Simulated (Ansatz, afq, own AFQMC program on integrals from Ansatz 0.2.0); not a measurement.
AFQMC, coupled cluster and functionals along a coordinate of AlSO, doublet

```tsv
atom	x (Å)	y (Å)	z (Å)
Al	0.0000	0.0000	1.6796
O	0.0000	0.0000	-0.0411
S	0.0000	0.0000	-1.6385
```

The Al1–O2 distance is changed with both sides rigid. Energies in kcal/mol count from this geometry (1.721 Å) at the same level; the start stands on UHF, each point on the determinant named.

Basis cc-pVDZ. Only valence electrons are correlated. AFQMC by an in-house program on the Cholesky factors that Ansatz 0.2.0 writes for its CCSD(T) run. The CISD trial takes its coefficients from CCSD amplitudes. Released means that phaseless walkers are propagated on without the constraint, phases kept. Error bars are statistical, one sigma.

Cautions, each for one point or more: higher spins were not checked; strong correlation; the search met a lower determinant of the same kind, perhaps of another symmetry, and this one is a saddle point; unrestricted determinant spin contaminated; walk and cluster series may follow different spin states.

```
r(Al1–O2) / Å  det.     T1  weight  ⟨S²⟩  CCSD(T)  ph-AFQMC/CISD  released AFQMC  CCSDT(Q)  wB97M-V   PBE0
        1.560   UHF  0.021    0.84  0.76     13.4     13.5 ± 0.9     14.9 ± 1.3*         –     13.2   13.1
        1.913   UHF  0.028    0.83  0.76      3.7      3.5 ± 0.8      3.6 ± 1.5*       3.5      3.5    3.4
        2.430   UHF  0.052    0.78  0.77     38.6     38.6 ± 1.1     37.4 ± 1.8*      36.5     38.4  35.6§
        3.159  UHF¶  0.021    0.83  1.80     56.9     56.1 ± 1.0     56.6 ± 1.7*      56.2    68.4§  57.4§
        4.689  UHF¶  0.018    0.83  1.81     59.7     61.5 ± 0.8     61.4 ± 1.3*      59.1    74.8§  65.9§
```

Weight is that of the determinant in the CISD state; at the start T1 is 0.024 and the weight 0.84, and ⟨S²⟩ is 0.76. ¶ marks points with a poor determinant and no full CI, where no value is sure; they don't count among the departures. An asterisk marks released energies that aren't shown to be converged. A dash marks a missing value, a released energy that hasn't settled or a functional that sits on another state. § marks a functional whose ⟨S²⟩ is too high by over 0.1. Largest departures from phaseless AFQMC with a CISD trial: CCSD(T) 0.1 kcal/mol at 1.913 (on UHF) (within the noise), CCSDT(Q) -2.2 kcal/mol at 2.430 (on UHF) (within the noise), wB97M-V -0.3 kcal/mol at 1.560 (within the noise), PBE0 -0.4 kcal/mol at 1.560 (within the noise). The walk's constraint bias lies outside its error bars, so these are departures and not errors. Functionals count only at points shown to share the start's state and spin. In this small basis the wave-function levels are far from their limit, so their gap to the functionals isn't the functionals' error.

Some points may be missing: those where a free walk finds a much lower state, and past Zn most of those on another determinant than at the start.

CCSDT and higher add their correlation energy to the determinant of the CCSD(T) run, since their own runs factorise the integrals more tightly (a shift of under 2 meV). A walk keeps the symmetry of its determinant, which the program's search chose and which needn't be the lowest solution, so a lower state of the same spin and another symmetry isn't excluded.
